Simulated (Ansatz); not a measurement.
The pair A = CH4 (SMILES C) (first 5 atoms), B = BH3 (SMILES B); geometry from A24 set.
(charge 0, multiplicity 1):
```xyz
9

C      0.003     0.000     1.380
H      0.848     0.000     0.690
H      0.395     0.000     2.396
H     -0.603    -0.890     1.225
H     -0.603     0.890     1.225
B     -0.006     0.000    -1.599
H      0.585    -1.031    -1.679
H      0.585     1.031    -1.679
H     -1.189     0.000    -1.477
```

Correlated levels freeze the cores. MP2 and its Hartree–Fock in aug-cc-pVQZ are density fitted.

The values were computed with Ansatz (a quantum-chemistry and plane-wave program) with Gaussian orbitals. 

The counterpoise-corrected interaction energy is E(AB) − E(A in the pair's basis) − E(B in the pair's basis). Total energies (hartree):

```csv
level,AB,A in the pair's basis,B in the pair's basis
HF/aug-cc-pVTZ,-66.6119409,-40.2135453,-26.4002806
MP2/aug-cc-pVTZ,-66.9318723,-40.4145776,-26.5152171
HF/aug-cc-pVQZ,-66.6163669,-40.2161699,-26.4020864
MP2/aug-cc-pVQZ,-66.9526856,-40.4273402,-26.5231419
CCSD(T)/aug-cc-pVTZ,-66.9824849,-40.4410509,-26.5392608
```

Work out the counterpoise-corrected interaction energy at the basis-set limit: extrapolate the MP2 correlation part as X⁻³, take Hartree–Fock from the larger set, and add the CCSD(T) − MP2 difference of aug-cc-pVTZ.


1. Differences (1 hartree = 627.509 kcal/mol): HF/aug-cc-pVTZ 1.183; MP2/aug-cc-pVTZ -1.304; HF/aug-cc-pVQZ 1.186; MP2/aug-cc-pVQZ -1.383; CCSD(T)/aug-cc-pVTZ -1.364.
2. Correlation parts, MP2 less HF: -2.487 in aug-cc-pVTZ (X = 3), -2.568 in aug-cc-pVQZ (X = 4).
3. Limit (4³·(-2.568) − 3³·(-2.487))/(4³ − 3³) = -2.628; with HF/aug-cc-pVQZ it gives -1.442.
4. CCSD(T) less MP2 in aug-cc-pVTZ: -0.060.
Result: -1.50 kcal/mol, against -1.30 at MP2/aug-cc-pVTZ. It is an estimate of this method's limit, not of the exact value.
